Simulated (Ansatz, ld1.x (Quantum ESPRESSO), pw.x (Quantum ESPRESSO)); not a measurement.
**pw.x on fcc Cu: one setting changed**

Potential: PAW, ld1.x (Quantum ESPRESSO) 7.5, PBEsol; core [Ne], reference 3s2 3p6 3d10 4s0.5 4p0.5; waves: 3s (bound): rcut 1.05, rcutus 1.25 bohr; 4s (bound): rcut 1.05, rcutus 1.25 bohr; 3p (bound): rcut 1.30, rcutus 1.45 bohr; 4p (bound): rcut 1.30, rcutus 1.45 bohr; 3d (bound): rcut 1.20, rcutus 1.30 bohr; 3d channel at 0.05 Ry: rcut 1.20, rcutus 1.30 bohr; local part: all-electron potential smoothed inside 1.40 bohr (lloc = -2); core correction: Bessel-smoothed model core inside 0.65 bohr; augmentation: GAUSS, radius 1.05 bohr.

The reference run (k-mesh 16³, cutoffs 170/900 Ry, Fermi–Dirac 0.01 Ry, mixing_beta 0.4, conv_thr 1e-9, no spin) gives -0.88 GPa at 11.357 Å³/atom, where all-electron LAPW gives -0.53 GPa. This run, with its own iteration cap, changes mixing_ndim to 16.

```
&control
  calculation='scf', prefix='x', pseudo_dir='./', outdir='./tmp', tstress=.true., disk_io='none'
/
&system
  ibrav=0, nat=1, ntyp=1, ecutwfc=170, ecutrho=900, nbnd=18,
  occupations='smearing', smearing='fd', degauss=0.01
/
&electrons
  conv_thr=1e-09, mixing_beta=0.4, electron_maxstep=70, mixing_ndim=16
/
ATOMIC_SPECIES
Cu 1.0 Cu.UPF
CELL_PARAMETERS angstrom
  0.00000000 1.78406721 1.78406721
  1.78406721 0.00000000 1.78406721
  1.78406721 1.78406721 0.00000000
ATOMIC_POSITIONS crystal
Cu 0.0000 0.0000 0.0000
K_POINTS automatic
16 16 16 0 0 0
```

```bash
pw.x < Cu.scf.in > Cu.scf.out
```

How does the run end?

It converges in 11 iterations; the free energy moves by +0.0 meV/atom and the pressure by -0.08 GPa.

```
Message from routine setup:
     using ibrav=0 with symmetry is DISCOURAGED, use correct ibrav instead
     lattice parameter (alat)  =       4.7679  a.u.
     unit-cell volume          =      76.6408 (a.u.)^3
     number of electrons       =        19.00
     number of Kohn-Sham states=           18
     kinetic-energy cutoff     =     170.0000  Ry
     charge density cutoff     =     900.0000  Ry
     scf convergence threshold =      1.0E-09
     Exchange-correlation= SLA  PW   PSX  PSC
     number of k points=   145  Fermi-Dirac smearing, width (Ry)=  0.0100
     iteration #  1     ecut=   170.00 Ry     beta= 0.40
     total energy              =    -483.94449034 Ry
     estimated scf accuracy    <       0.70511087 Ry
     iteration #  2     ecut=   170.00 Ry     beta= 0.40
     total energy              =    -484.12702618 Ry
     estimated scf accuracy    <       0.40038537 Ry
     iteration #  3     ecut=   170.00 Ry     beta= 0.40
     total energy              =    -484.19117357 Ry
     estimated scf accuracy    <       0.00163489 Ry
     [... 5 iterations left out ...]
     iteration #  9     ecut=   170.00 Ry     beta= 0.40
     total energy              =    -484.19252981 Ry
     estimated scf accuracy    <       0.00000003 Ry
     iteration # 10     ecut=   170.00 Ry     beta= 0.40
     total energy              =    -484.19252982 Ry
     estimated scf accuracy    <       0.00000008 Ry
     iteration # 11     ecut=   170.00 Ry     beta= 0.40
     the Fermi energy is    16.5979 ev
!    total energy              =    -484.19252982 Ry
     estimated scf accuracy    <          3.3E-10 Ry
     smearing contrib. (-TS)   =      -0.00137907 Ry
     The total energy is F=E-TS. E is the sum of the following terms:
     one-electron contribution =    -240.34108156 Ry
     hartree contribution      =     145.68983323 Ry
     xc contribution           =     -41.62096842 Ry
     ewald contribution        =    -245.46716304 Ry
     one-center paw contrib.   =    -102.45177096 Ry
     convergence has been achieved in  11 iterations
          total   stress  (Ry/bohr**3)                   (kbar)     P=       -9.54
     Message from routine punch:
     Nothing written, as per user request (disk_io='none')
```

The run took about 1.9 min on one core of a shared host (AMD EPYC 7R43 64-Core Processor, 256 threads, 1004 GiB, load 133).
